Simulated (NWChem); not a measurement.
## Basis-set dependence for acetamide (C$_{2}$H$_{5}$NO)

SMILES: CC(N)=O
```xyz
9

C     -0.7214     1.2063    -0.0013
C      0.1709    -0.0277    -0.0055
N     -0.4991    -1.2212    -0.0224
O      1.3847     0.0352     0.0236
H     -1.1593     1.3490     1.0006
H     -1.5492     1.1214    -0.7231
H     -0.1090     2.0834    -0.2434
H      0.0440    -2.0758     0.0109
H     -1.5077    -1.2830    -0.0355
```
Charge 0, spin multiplicity 1.

All runs are NWChem calculations. All single points use one geometry, from B3LYP/def2-SVP, a minimum by its harmonic frequencies. It is one conformer; others weren't searched.

Hartree-Fock energies in Ha, correlation energies in mHa.

The correlated methods keep 4 core orbitals frozen. The Pople sets run with spherical d functions. Coupled-cluster values serve here as a point of comparison, not as the truth.

```
basis      functions         RHF     MP2  SCS-MP2     CCSD  CCSD+T(CCSD)  CCSD(T)
---------  ---------  ----------  ------  -------  -------  ------------  -------
6-31G*            66  -207.97266  -588.1   -573.6   -617.5        -637.1   -635.4
def2-SVP          81  -207.82276  -623.1   -611.5   -654.4        -676.0   -674.5
def2-TZVP        154  -208.06462  -760.8   -749.8  not run       not run  not run
```

From def2-SVP to def2-TZVP the Hartree-Fock energy moves by -241.9 mHa and the MP2 correlation energy by -137.7 mHa, which is 18 % of its value in the larger set.
